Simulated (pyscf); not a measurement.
# Routes from PH₃ + GaH₃

Candidate steps break at most two bonds and form at most two. Each was searched with GFN2-xTB (tblite) first. Single points on ωB97X-D3(BJ)/def2-SVP structures (PySCF, gas phase). Energies: ωB97M-D3(BJ)/def2-TZVP, kJ/mol, from the separated reactants, singlet surface; ΔG‡ with ideal gas, 1 atm, RRHO with modes under 100 cm⁻¹ raised to 100, one conformer, R ln 2 for chiral ones without a mode under 150 cm⁻¹.

```json
[
 {"products": "H₂P–GaH₂ + H₂", "type": "four-centre exchange", "ΔE‡": "103.9", "ΔE": "-24.0", "ΔG‡ 298 K": "141.3", "ΔG‡ 900 K": "215.8", "ν‡ (cm⁻¹)": "1353i"},
 {"products": "PH₃ + GaH₃", "type": "four-centre exchange", "ΔE‡": "146.2", "ΔE": "0.0", "ΔG‡ 298 K": "190.1", "ΔG‡ 900 K": "271.9", "ν‡ (cm⁻¹)": "938i"}
]
```

Row 1: On the reactant side the descent ends in a complex, 20.2 kJ/mol under the separated species and 109.4 kJ/mol under the saddle at ωB97X-D3(BJ)/def2-TZVP. Row 2: On the reactant side the descent ends in an adduct with a Ga–P contact (not fully relaxed), 34.9 kJ/mol under the separated species and 168.0 kJ/mol under the saddle at ωB97X-D3(BJ)/def2-TZVP. On the product side the descent ends in an adduct with a Ga–P contact (not fully relaxed), 37.2 kJ/mol under the separated species and 170.2 kJ/mol under the saddle at ωB97X-D3(BJ)/def2-TZVP. 

Plain bond fissions and candidates not yet searched are not listed, and one of them may be faster. Each barrier is that of the saddle found; lower ones may exist. Elements up to Kr have no core potential and no relativistic terms here.
